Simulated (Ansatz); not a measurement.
**AlF3: a ladder of functionals and wavefunction methods**

How much do the methods differ for AlF3? The plan is to run it at one geometry with functionals of several rungs and with coupled cluster. The yardstick is the atomisation energy at the CCSD(T) limit.

Method: functionals in def2-TZVPP, the program's frozen cores in correlated methods; program: Ansatz 0.2.0, Gaussian basis.

The runs, in order: LDA (SPW92), PBE-D4, revPBE-D4, BLYP-D4, r2SCAN-D4, B97M-V, PBE0-D4, B3LYP-D4, r2SCANh-D4, r2SCAN0-D4, HSE06-D4, BHLYP-D4, CAM-B3LYP-D4, LC-ωPBE, ωB97X-V, ωB97M-V, B2PLYP, PBE-QIDH; CCSD(T)/def2-SVP; CCSD(T)/def2-TZVPP; CCSD(T)/def2-QZVPP; extrapolation to the limit; RPA on PBE.

### Step 1. The relaxed structure

All runs share one geometry, relaxed beforehand with PBE0-D4 in a triple-zeta def2 set.

4 atoms, charge 0, spin multiplicity 1.

Atoms are counted from 1 here; the program's logs count them from 0.

Bond lengths: F1–Al2 1.629 Å, Al2–F3 1.629 Å, Al2–F4 1.629 Å. Angles: F1–Al2–F3 120.0°, F1–Al2–F4 120.0°, F3–Al2–F4 120.0°.

As a file:

```xyz
4
charge 0, multiplicity 1
F     0.86574   -0.75346    1.17058
Al    0.01382   -0.01511   -0.00509
F    -1.43894   -0.60230   -0.44984
F     0.61488    1.31067   -0.73595
```

### Step 2. LDA

This LDA is Slater exchange with PW92 correlation.

Input file in.yaml:

```yaml
crystal:
  periodic: [false, false, false]
  atoms:
    - {symbol: F, position_ang: [0.865736, -0.753462, 1.170578]}
    - {symbol: Al, position_ang: [0.013822, -0.015109, -0.005086]}
    - {symbol: F, position_ang: [-1.438935, -0.602300, -0.449836]}
    - {symbol: F, position_ang: [0.614877, 1.310671, -0.735954]}
basis:
  gaussian: {orbitals: def2-TZVPP}
hamiltonian: {xc: lda}
output: {orbitals: {seedname: orbitals}}
```

Started as:

```bash
> ansatz run in.yaml --threads 4 --pin off --events-out ev --progress --plain --max-ram 10444MiB
```

After this run come: PBE-D4 (GGA); revPBE-D4 (GGA); BLYP-D4 (GGA); r2SCAN-D4 (meta-GGA); B97M-V (meta-GGA); B3LYP-D4 (hybrid); r2SCANh-D4 (hybrid); r2SCAN0-D4 (hybrid); HSE06-D4 (hybrid); BHLYP-D4 (hybrid); CAM-B3LYP-D4 (range-separated); LC-ωPBE (range-separated); ωB97X-V (range-separated); ωB97M-V (range-separated); B2PLYP (double hybrid); PBE-QIDH (double hybrid); CCSD(T) in def2-SVP; CCSD(T) in def2-TZVPP; CCSD(T) in def2-QZVPP; RPA on PBE orbitals.

**Question.** What will the summary of the whole plan be? Wanted: atomisation energy, CCSD(T)/CBS; farthest beyond LDA; mean size of error, GGA; mean size of error, meta-GGA; mean size of error, hybrid; mean size of error, range-separated; mean size of error, double hybrid; gap, smallest and largest; T1 diagnostic.

The runs gave:

```
                               quantity                                  value
        atomisation energy, CCSD(T)/CBS                          1801.8 kJ/mol
  functionals within 9.0 kJ/mol (0.5 %)    none; nearest PBE-D4 (-18.4 kJ/mol)
                    farthest beyond LDA               BHLYP-D4 (-135.7 kJ/mol)
                mean size of error, GGA                            44.5 kJ/mol
           mean size of error, meta-GGA                            31.6 kJ/mol
             mean size of error, hybrid                            81.7 kJ/mol
    mean size of error, range-separated                            33.4 kJ/mol
      mean size of error, double hybrid                            49.9 kJ/mol
              gap, smallest and largest  7.15 eV (BLYP-D4), 15.33 eV (LC-ωPBE)
                          T1 diagnostic                                 0.0128
triples share of the correlation energy                                  2.6 %
```

What this shows: LDA overbinds by 206.8 kJ/mol (11 %). PBE-D4 misses by -18.4 kJ/mol. Double hybrids carry the basis error of their MP2 part in triple zeta, and no dispersion term here, so their miss is partly the set-up's. By mean error the best rung here is meta-GGA (31.6 kJ/mol) and the worst beyond LDA is hybrid (81.7 kJ/mol). The gap between the best rungs is small, so their order is not settled. The mean of the hybrids holds BHLYP, with half exact exchange. RPA and LDA stand outside this count. The reference freezes the cores and leaves out relativity and excitations past (T), so misses under about 9.0 kJ/mol can't be ranked. Hartree-Fock recovers 74 % of the binding; the rest is correlation. CCSD(T) in def2-SVP is off by -147.2 kJ/mol, so the small basis spoils what the method gains. The gap grows from 7.2 to 15.3 eV across the functionals, mostly with the share of exact exchange.
